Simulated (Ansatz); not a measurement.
This geometry of CH5OSi (8 atoms, charge 1, multiplicity 1) is a first-order saddle point.

Computed with Ansatz, RKS B3LYP-D4/6-31G.

```xyz
8
Properties=species:S:1:pos:R:3
O -1.272 0.063 -1.148
C -0.207 0.508 -0.629
Si 0.711 -0.340 0.898
H -2.095 -0.276 -1.528
H 0.180 1.425 -1.100
H 0.656 0.742 1.927
H 2.088 -0.553 0.361
H -0.060 -1.570 1.218
```

(1) Which two structures does it join? (They come from a converged band through this point; their orientation in space is the band's.)

(2) How far does it lie above each of them?

## Answers

(1) No bond is made or broken. The dihedral H4–O1–C2–Si3 changes from 0 to -180° by way of a nearly straight angle H4–O1–C2 (up to 179°), not by a turn about the bond.

First end point:

```xyz
8
Properties=species:S:1:pos:R:3
O -1.258 0.211 -1.339
C -0.204 0.579 -0.693
Si 0.632 -0.313 0.855
H -1.739 -0.611 -1.061
H 0.206 1.498 -1.121
H 0.595 0.752 1.897
H 2.000 -0.618 0.346
H -0.233 -1.498 1.117
```

Last end point:

```xyz
8
Properties=species:S:1:pos:R:3
O -1.325 -0.218 -1.029
C -0.276 0.394 -0.596
Si 0.705 -0.335 0.942
H -1.835 0.132 -1.805
H 0.027 1.312 -1.117
H 0.672 0.816 1.893
H 2.062 -0.547 0.355
H -0.030 -1.555 1.357
```

(2) 0.75 eV above the first and 0.75 eV above the second. This is the barrier of this one path; another mechanism may lie lower. Limits of this set-up: no polarisation functions.

Run time: 2.6 min on 1 thread of Arm Neoverse V2, with other jobs on the host, peak memory 0.095 GiB.
